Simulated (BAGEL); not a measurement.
# CH5BO (SMILES CBO): a chain of runs

Wanted: a single-point energy (HF/cc-pVDZ), then a single-point energy (NEVPT2(2,2)/cc-pVDZ), then the energy (CASPT2(2,2)/cc-pVDZ) of CH5BO. 

The results are computed with BAGEL 1.2.2.

2 further runs of the same task are left out: 2 set aside as unsound or not needed.

### Step 1. The molecule

CH5BO has 8 atoms, charge 0, and is taken as a singlet. As SMILES, `CBO`. The C1–H6 distance was set to 2.082 Å, away from the relaxed value. At this shape a bond of the SMILES string is far longer than usual.

Bond lengths: C1–B2 1.559 Å, B2–O3 1.357 Å, C1–H4 1.092 Å, C1–H5 1.096 Å, B2–H7 1.207 Å, O3–H8 0.960 Å. Angles: C1–B2–O3 119.4°, C1–B2–H7 121.8°, O3–B2–H7 118.7°, B2–C1–H4 113.4°, B2–C1–H5 110.2°, B2–O3–H8 113.1°, H4–C1–H5 108.7°.

### Step 2. A single-point energy at HF/cc-pVDZ (density fitting with svp-jkfit) (run 1)

File calc.json:

```json
{ "bagel" : [

{
  "title" : "molecule",
  "basis" : "cc-pvdz.json",
  "df_basis" : "svp-jkfit",
  "geometry" : [
    { "atom" : "C", "xyz" : [ -0.89362125, -0.03505820, -1.83851266 ] },
    { "atom" : "B", "xyz" : [  1.23685598, -1.83105391, -0.88457891 ] },
    { "atom" : "O", "xyz" : [  0.73022041, -4.32209089, -0.55312095 ] },
    { "atom" : "H", "xyz" : [ -2.68829415, -0.99711777, -2.16883678 ] },
    { "atom" : "H", "xyz" : [ -0.30761718,  0.89997829, -3.59085569 ] },
    { "atom" : "H", "xyz" : [ -1.47493124,  2.87257268,  0.74776463 ] },
    { "atom" : "H", "xyz" : [  3.33766452, -1.06911633, -0.42991080 ] },
    { "atom" : "H", "xyz" : [  2.16168795, -5.26714292,  0.03666258 ] }
  ]
},
{
  "title" : "hf"
},
{
  "title" : "print",
  "file" : "orbitals.molden",
  "orbitals" : true
}

]}
```

The basis set cc-pVDZ is read from a file made from the Basis Set Exchange's data (not shown).

Launch:

```bash
$ BAGEL_NUM_THREADS=1 BAGEL calc.json > calc.out
```

The program printed:

```text
* using 1 threads per process

  ===============================================================
  ===============================================================

  *** Geometry ***

  { "atom" : "C", "xyz" : [     -0.893621,     -0.035058,     -1.838513 ] },
  { "atom" : "B", "xyz" : [      1.236856,     -1.831054,     -0.884579 ] },
  { "atom" : "O", "xyz" : [      0.730220,     -4.322091,     -0.553121 ] },
  { "atom" : "H", "xyz" : [     -2.688294,     -0.997118,     -2.168837 ] },
  { "atom" : "H", "xyz" : [     -0.307617,      0.899978,     -3.590856 ] },
  { "atom" : "H", "xyz" : [     -1.474931,      2.872573,      0.747765 ] },
  { "atom" : "H", "xyz" : [      3.337665,     -1.069116,     -0.429911 ] },
  { "atom" : "H", "xyz" : [      2.161688,     -5.267143,      0.036663 ] },

  Number of auxiliary basis functions:      317

  Since a DF basis is specified, we compute 2- and 3-index integrals:
    o Being stored without compression. Storage requirement is 0.011 GB

  Number of basis functions:       67
  Number of electrons      :       24

    * METHOD: MOLECULE                             0.06

  *** RHF ***

  === Nuclear Repulsion ===
    64.3861218884

      * DIIS with orbital gradients will be used.

  === RHF iteration (cc-pvdz.json) ===
      0       -139.95690204          0.02361137           0.01
      1       -140.13327762          0.01659908           0.01
      2       -140.23091370          0.00220454           0.01
      3       -140.23389304          0.00059225           0.01
      4       -140.23406309          0.00019507           0.01
      5       -140.23408619          0.00004509           0.01
      6       -140.23408801          0.00001772           0.01
      7       -140.23408820          0.00000575           0.01
      8       -140.23408822          0.00000227           0.01
      9       -140.23408823          0.00000075           0.01
     10       -140.23408823          0.00000032           0.01
     11       -140.23408823          0.00000013           0.01
     12       -140.23408823          0.00000003           0.01
     13       -140.23408823          0.00000001           0.01
    * SCF iteration converged.

    * Permanent dipole moment:
           (   -0.531644,     0.571298,     0.272359) a.u.

    * METHOD: HF                                   0.17

    * METHOD: PRINT                                0.01

  ===============================================================
```

It took 0.4 s on 1 thread of AMD EPYC 9R45 (Zen 5), shared host; peak memory 0.14 GiB.

### Step 3. The energy at NEVPT2(2,2)/cc-pVDZ (density fitting with svp-jkfit) (run 2)

File nevpt2.json:

```json
{ "bagel": [

{
  "title": "molecule",
  "basis": "cc-pvdz.json",
  "df_basis": "svp-jkfit",
  "angstrom": "false",
  "geometry": [
    { "atom": "C", "xyz": [    -0.89362125,    -0.03505820,    -1.83851266 ] },
    { "atom": "B", "xyz": [     1.23685598,    -1.83105391,    -0.88457891 ] },
    { "atom": "O", "xyz": [     0.73022041,    -4.32209089,    -0.55312095 ] },
    { "atom": "H", "xyz": [    -2.68829415,    -0.99711777,    -2.16883678 ] },
    { "atom": "H", "xyz": [    -0.30761718,     0.89997829,    -3.59085569 ] },
    { "atom": "H", "xyz": [    -1.47493124,     2.87257268,     0.74776463 ] },
    { "atom": "H", "xyz": [     3.33766452,    -1.06911633,    -0.42991080 ] },
    { "atom": "H", "xyz": [     2.16168795,    -5.26714292,     0.03666258 ] }
  ]
},

{
  "title": "hf"
},

{
  "title": "casscf",
  "nstate": 1,
  "nact": 2,
  "nclosed": 11,
  "active": [12, 13],
  "maxiter": 200,
  "natocc": "true"
},

{
  "title": "nevpt2",
  "nstate": 1,
  "nact": 2,
  "nclosed": 11,
  "active": [12, 13],
  "maxiter": 200,
  "natocc": "true",
  "ncore": 3
},

{
  "title": "print",
  "file": "orbitals.molden",
  "orbitals": "true"
}

]}
```

The basis set cc-pVDZ is read from a file made from the Basis Set Exchange's data (not shown).

Launch:

```bash
$ BAGEL_NUM_THREADS=1 BAGEL nevpt2.json > nevpt2.out
```

The program printed:

```text
* using 1 threads per process

  ===============================================================
  ===============================================================

  *** Geometry ***

  { "atom" : "C", "xyz" : [     -0.893621,     -0.035058,     -1.838513 ] },
  { "atom" : "B", "xyz" : [      1.236856,     -1.831054,     -0.884579 ] },
  { "atom" : "O", "xyz" : [      0.730220,     -4.322091,     -0.553121 ] },
  { "atom" : "H", "xyz" : [     -2.688294,     -0.997118,     -2.168837 ] },
  { "atom" : "H", "xyz" : [     -0.307617,      0.899978,     -3.590856 ] },
  { "atom" : "H", "xyz" : [     -1.474931,      2.872573,      0.747765 ] },
  { "atom" : "H", "xyz" : [      3.337665,     -1.069116,     -0.429911 ] },
  { "atom" : "H", "xyz" : [      2.161688,     -5.267143,      0.036663 ] },

  Number of auxiliary basis functions:      317

  Since a DF basis is specified, we compute 2- and 3-index integrals:
    o Being stored without compression. Storage requirement is 0.011 GB

  Number of basis functions:       67
  Number of electrons      :       24

    * METHOD: MOLECULE                             0.06

  *** RHF ***

  === Nuclear Repulsion ===
    64.3861218884

      * DIIS with orbital gradients will be used.

  === RHF iteration (cc-pvdz.json) ===
      0       -139.95690204          0.02361137           0.01
      1       -140.13327762          0.01659908           0.01
      2       -140.23091370          0.00220454           0.01
      3       -140.23389304          0.00059225           0.01
      4       -140.23406309          0.00019507           0.01
      5       -140.23408619          0.00004509           0.01
      6       -140.23408801          0.00001772           0.01
      7       -140.23408820          0.00000575           0.01
      8       -140.23408822          0.00000227           0.01
      9       -140.23408823          0.00000075           0.01
     10       -140.23408823          0.00000032           0.01
     11       -140.23408823          0.00000013           0.01
     12       -140.23408823          0.00000003           0.01
     13       -140.23408823          0.00000001           0.01
    * SCF iteration converged.

    * Permanent dipole moment:
           (   -0.531644,     0.571298,     0.272359) a.u.

    * METHOD: HF                                   0.16

  ---------------------------
      CASSCF calculation
  ---------------------------

    ==== Active orbitals : =====
         Orbital 12
         Orbital 13
    ============================

    * nstate   :      1
    * nclosed  :     11
    * nact     :      2
    * nvirt    :     54
  === CASSCF iteration (cc-pvdz.json) ===

    * Using the second-order algorithm

      0  0      -140.26541036     4.84e-03      0.00

      1  0      -140.28958053     1.44e-03      0.05

      2  0      -140.29063902     4.08e-04      0.05

      3  0      -140.29067301     1.01e-04      0.05

      4  0      -140.29067468     2.51e-05      0.05

      5  0      -140.29067478     6.26e-06      0.04

      6  0      -140.29067478     1.56e-06      0.04

      7  0      -140.29067478     3.88e-07      0.05

      8  0      -140.29067478     9.63e-08      0.04

      9  0      -140.29067478     2.39e-08      0.04

     10  0      -140.29067478     5.94e-09      0.03

    * Second-order optimization converged. *

     guess   0:   closed 1.                   open ..

  === FCI iteration ===

      0  0      -140.22920349     8.36e-02      0.00
      1  0      -140.29024077     6.68e-03      0.00
      2  0 *    -140.29067478     3.43e-17      0.00

     * ci vector, state   0, <S^2> = 0.0000
       2.     0.9384981984
       .2    -0.3452841317

    * METHOD: CASSCF                               0.46

    * freezing 3 orbitals

  === DF-NEVPT2 calculation ===

    * 3-index integral transformation done
    * assembly done

      NEVPT2 correlation energy:   -0.3940526359      0.05

          (+0)     -0.3445689469
          (+0)'    -0.0112824863
          (+1)     -0.0078268073
          (+1)'    -0.0000000000
          (+2)     -0.0003464688
          (-1)     -0.0272961278
          (-1)'     0.0000000000
          (-2)     -0.0027317988

      NEVPT2 total energy:       -140.6847274173

    * METHOD: NEVPT2                               0.07

    * METHOD: PRINT                                0.01

  ===============================================================
```

Wall time 0.93 s (1 thread of AMD EPYC 9R45 (Zen 5), shared host); peak memory 0.14 GiB.

### Step 4. The energy at CASPT2(2,2)/cc-pVDZ (density fitting with svp-jkfit) (run 3)

File input.json:

```json
{ "bagel": [

{
  "title": "molecule",
  "basis": "cc-pvdz.json",
  "df_basis": "svp-jkfit",
  "angstrom": "false",
  "geometry": [
    { "atom": "C", "xyz": [ -0.89362125, -0.03505820, -1.83851266 ] },
    { "atom": "B", "xyz": [  1.23685598, -1.83105391, -0.88457891 ] },
    { "atom": "O", "xyz": [  0.73022041, -4.32209089, -0.55312095 ] },
    { "atom": "H", "xyz": [ -2.68829415, -0.99711777, -2.16883678 ] },
    { "atom": "H", "xyz": [ -0.30761718,  0.89997829, -3.59085569 ] },
    { "atom": "H", "xyz": [ -1.47493124,  2.87257268,  0.74776463 ] },
    { "atom": "H", "xyz": [  3.33766452, -1.06911633, -0.42991080 ] },
    { "atom": "H", "xyz": [  2.16168795, -5.26714292,  0.03666258 ] }
  ]
},
{ "title": "hf" },
{ "title": "casscf", "nstate": 1, "nact": 2, "nclosed": 11, "active": [12, 13], "maxiter": 200, "natocc": "true" },
{ "title": "print", "file": "orbitals.molden", "orbitals": "true" },
{ "title": "smith", "method": "caspt2", "ms": "true", "xms": "true", "sssr": "true", "shift": 0.2, "shift_imag": "true", "ncore": 3 }

]}
```

The basis set cc-pVDZ is read from a file made from the Basis Set Exchange's data (not shown).

Launch:

```bash
$ BAGEL_NUM_THREADS=1 BAGEL input.json > input.out
```

The program printed:

```text
* using 1 threads per process

  ===============================================================
  ===============================================================

  *** Geometry ***

  { "atom" : "C", "xyz" : [     -0.893621,     -0.035058,     -1.838513 ] },
  { "atom" : "B", "xyz" : [      1.236856,     -1.831054,     -0.884579 ] },
  { "atom" : "O", "xyz" : [      0.730220,     -4.322091,     -0.553121 ] },
  { "atom" : "H", "xyz" : [     -2.688294,     -0.997118,     -2.168837 ] },
  { "atom" : "H", "xyz" : [     -0.307617,      0.899978,     -3.590856 ] },
  { "atom" : "H", "xyz" : [     -1.474931,      2.872573,      0.747765 ] },
  { "atom" : "H", "xyz" : [      3.337665,     -1.069116,     -0.429911 ] },
  { "atom" : "H", "xyz" : [      2.161688,     -5.267143,      0.036663 ] },

  Number of auxiliary basis functions:      317

  Since a DF basis is specified, we compute 2- and 3-index integrals:
    o Being stored without compression. Storage requirement is 0.011 GB

  Number of basis functions:       67
  Number of electrons      :       24

    * METHOD: MOLECULE                             0.05

  *** RHF ***

  === Nuclear Repulsion ===
    64.3861218884

      * DIIS with orbital gradients will be used.

  === RHF iteration (cc-pvdz.json) ===
      0       -139.95690204          0.02361137           0.01
      1       -140.13327762          0.01659908           0.01
      2       -140.23091370          0.00220454           0.01
      3       -140.23389304          0.00059225           0.01
      4       -140.23406309          0.00019507           0.01
      5       -140.23408619          0.00004509           0.01
      6       -140.23408801          0.00001772           0.01
      7       -140.23408820          0.00000575           0.01
      8       -140.23408822          0.00000227           0.01
      9       -140.23408823          0.00000075           0.01
     10       -140.23408823          0.00000032           0.01
     11       -140.23408823          0.00000013           0.01
     12       -140.23408823          0.00000003           0.01
     13       -140.23408823          0.00000001           0.01
    * SCF iteration converged.

    * Permanent dipole moment:
           (   -0.531644,     0.571298,     0.272359) a.u.

    * METHOD: HF                                   0.15

  ---------------------------
      CASSCF calculation
  ---------------------------

    ==== Active orbitals : =====
         Orbital 12
         Orbital 13
    ============================

    * nstate   :      1
    * nclosed  :     11
    * nact     :      2
    * nvirt    :     54
  === CASSCF iteration (cc-pvdz.json) ===

    * Using the second-order algorithm

      0  0      -140.26541036     4.84e-03      0.00

      1  0      -140.28958053     1.44e-03      0.04

      2  0      -140.29063902     4.08e-04      0.05

      3  0      -140.29067301     1.01e-04      0.05

      4  0      -140.29067468     2.51e-05      0.05

      5  0      -140.29067478     6.26e-06      0.04

      6  0      -140.29067478     1.56e-06      0.04

      7  0      -140.29067478     3.88e-07      0.04

      8  0      -140.29067478     9.63e-08      0.04

      9  0      -140.29067478     2.39e-08      0.03

     10  0      -140.29067478     5.94e-09      0.03

    * Second-order optimization converged. *

     guess   0:   closed 1.                   open ..

  === FCI iteration ===

      0  0      -140.22920349     8.36e-02      0.00
      1  0      -140.29024077     6.68e-03      0.00
      2  0 *    -140.29067478     3.43e-17      0.00

     * ci vector, state   0, <S^2> = 0.0000
       2.     0.9384981984
       .2    -0.3452841317

    * METHOD: CASSCF                               0.44

    * METHOD: PRINT                                0.01

  === SMITH program ===

    * freezing 3 orbitals

    * Approximate memory requirement for SMITH calulation per MPI process:
      o Storage requirement for T-amplitude, lambda, and residual is 0.01 GB
      o Storage requirement for MO integrals is 0.00 GB
    * Calculating and saving rdm4f

    * Zeroth order energy : state  0       -0.5736350873

    * CASPT2 iteration is performed using orthogonal basis

      -------------------------------------------  CASPT2 iteration  ---------------------------------------------------
       #      aibj      arbs      arbi      airj      risj      airs      arst      rist         Etot      error   time
      ------------------------------------------------------------------------------------------------------------------

       0  -0.34352  -0.00343  -0.02865  -0.00852  -0.00051  -0.01092  -0.00000  -0.00000   -0.3955437  0.0008277   0.02
       1  -0.34355  -0.00344  -0.02869  -0.00856  -0.00052  -0.01103  -0.00000  -0.00000   -0.3957815  0.0001025   0.02
       2  -0.34355  -0.00344  -0.02868  -0.00856  -0.00052  -0.01103  -0.00000  -0.00000   -0.3957854  0.0000135   0.02
       3  -0.34355  -0.00344  -0.02868  -0.00856  -0.00052  -0.01103  -0.00000  -0.00000   -0.3957854  0.0000019   0.02
       4  -0.34355  -0.00344  -0.02868  -0.00856  -0.00052  -0.01103   0.00000  -0.00000   -0.3957854  0.0000002   0.02

      ------------------------------------------------------------------------------------------------------------------

    * CASPT2 energy : state  0     -140.6883423326
        w/o shift correction       -140.6864602183
        reference weight              0.8888622541

    * METHOD: SMITH                                0.13

  ===============================================================
```

It took 0.96 s on 1 thread of AMD EPYC 9R45 (Zen 5), shared host; peak memory 0.14 GiB.

### Step 5. Summary of results

| quantity | value |
| --- | --- |
| run 1, HF/cc-pVDZ: total energy | -140.23409 Eh |
| run 1, HF/cc-pVDZ: dipole moment | 2.10 D |
| run 1, HF/cc-pVDZ: HOMO energy | -9.91 eV |
| run 1, HF/cc-pVDZ: LUMO energy | 1.22 eV |
| run 1, HF/cc-pVDZ: HOMO–LUMO gap | 11.12 eV |
| run 2, NEVPT2(2,2)/cc-pVDZ: total energy | -140.68473 Eh |
| run 3, CASPT2(2,2)/cc-pVDZ: total energy | -140.68834 Eh |
